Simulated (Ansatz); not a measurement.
Results of RPBE (Ansatz, an electronic-structure program, plane waves, PAW) for α-quartz (SiO2).

Run with plane-wave cutoff 520 eV, 12×12×6 k mesh (along the axes of the cell as run), Fermi–Dirac smearing 0.01 eV, scalar-relativistic PAW data made under PBE.

Computed at the level's own relaxed cell.

```yaml
crystal:
  lattice:
    - [2.55079, -4.41809, 0.00000]
    - [2.55079, 4.41809, 0.00000]
    - [0.00000, 0.00000, 5.58264]
  atoms:
    - { symbol: Si, position: [0.00000, 0.48502, 0.33333] }
    - { symbol: Si, position: [0.51498, 0.51498, 0.00000] }
    - { symbol: Si, position: [0.48502, 0.00000, 0.66667] }
    - { symbol: O, position: [0.23958, 0.41617, 0.19227] }
    - { symbol: O, position: [0.58383, 0.82341, 0.85894] }
    - { symbol: O, position: [0.76042, 0.17659, 0.47439] }
    - { symbol: O, position: [0.82341, 0.58383, 0.14106] }
    - { symbol: O, position: [0.41617, 0.23958, 0.80773] }
    - { symbol: O, position: [0.17659, 0.76042, 0.52561] }
```

**Question.** List the 31 lowest band energies at Γ above −25 eV (eV, relative to the valence band maximum), grouping those that round alike.

**Answer.** At Γ: -19.22, -17.84 (×2), -17.28, -17.24 (×2), -8.30 (×2), -5.46, -5.26, -5.15 (×2), -2.66 (×3), -2.38, -1.55, -1.54 (×2), -0.91 (×2), -0.36 (×2), -0.31, 5.71, 9.09 (×2), 9.23 (×2), 10.12, 11.12.

Note: the cell is over a tenth larger than the published one: the level's own overestimate first of all, though another phase or state, or a fault of the published cell, is possible.
